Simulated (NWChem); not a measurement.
System: ethanethiol (C2H6S); SMILES C(C)S

Input file for NWChem:

```
start job
memory heap 200 mb stack 900 mb global 1100 mb
geometry units angstroms noautoz
  C      0.370180    -1.632557    -0.058435
  C     -0.638469    -0.494412     0.042851
  S      0.098289     1.185168    -0.073008
  H     -0.144067    -2.616874    -0.042543
  H      1.083901    -1.613020     0.790826
  H      0.959605    -1.560473    -0.993944
  H     -1.357454    -0.524303    -0.801854
  H     -1.240617    -0.563695     0.972082
  H      0.846437     1.095741     1.063043
end
basis spherical
  C library aug-cc-pvdz
  S library aug-cc-pvdz
  H library aug-cc-pvdz
end
dft
  xc b3lyp
  iterations 150
end
tddft
  cis
  nroots 6
  notriplet
end
task tddft energy
```

All runs use the structure optimised with PBE-D3(BJ)/def2-SVP.

Vertical excitations in the gas phase.

### Question
What results follow from this input? (B3LYP/aug-cc-pVDZ, TDA.) Quantities: lowest excitation, singlet (eV); oscillator strength of that lowest state; lowest state with f > 0.02, singlet (eV); oscillator strength of that bright state; orbital gap (eV).

### Answer
```json
{
  "lowest excitation, singlet (eV)": "5.07",
  "oscillator_strength_of_that_lowest_state": "0.016",
  "lowest state with f > 0.02, singlet (eV)": "5.78",
  "oscillator_strength_of_that_bright_state": "0.020",
  "orbital gap (eV)": "6.09"
}
```
